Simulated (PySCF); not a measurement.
Compound: 2-butynedinitrile, C4N2.
InChI=1S/C4N2/c5-3-1-2-4-6

Level of theory: MP2 and CCSD/aug-cc-pVDZ in PySCF, restricted Hartree–Fock reference, frozen core, non-relativistic, gas phase, PBE0-D3(BJ)/def2-SVP geometry.

E(HF) = -260.29451 Eh.

How large is the problem?

138 basis functions and 38 electrons; 6 orbitals frozen, which leaves o = 13 correlated occupied and v = 119 virtual orbitals. That is o·v = 1547 singles and o·v(o·v + 1)/2 = 1197378 distinct closed-shell doubles amplitudes before symmetry; the costliest CCSD step grows as o²v⁴ = 3.4 × 10^10.

What are the MP2 and CCSD correlation energies?

MP2 -0.8299 Eh and CCSD -0.8287 Eh, which gives totals of -261.12440 and -261.12318 Eh. That is 0.867 eV for each correlated electron at CCSD (2176 kJ/mol in all, 0.317 % of the total energy); MP2 gives 100.1 % of the CCSD value.

What is the T1 diagnostic?

0.0142, below the customary warning level of 0.02. It is the norm of the spatial-orbital singles amplitudes over the root of the number of correlated electrons, so the norm is 0.072.

Connected triples and the basis-set limit are missing.

The job also held the EOM ionisation roots. The run took 3.0 min of wall time on one thread of an Arm Neoverse V1, no GPU (shared host).
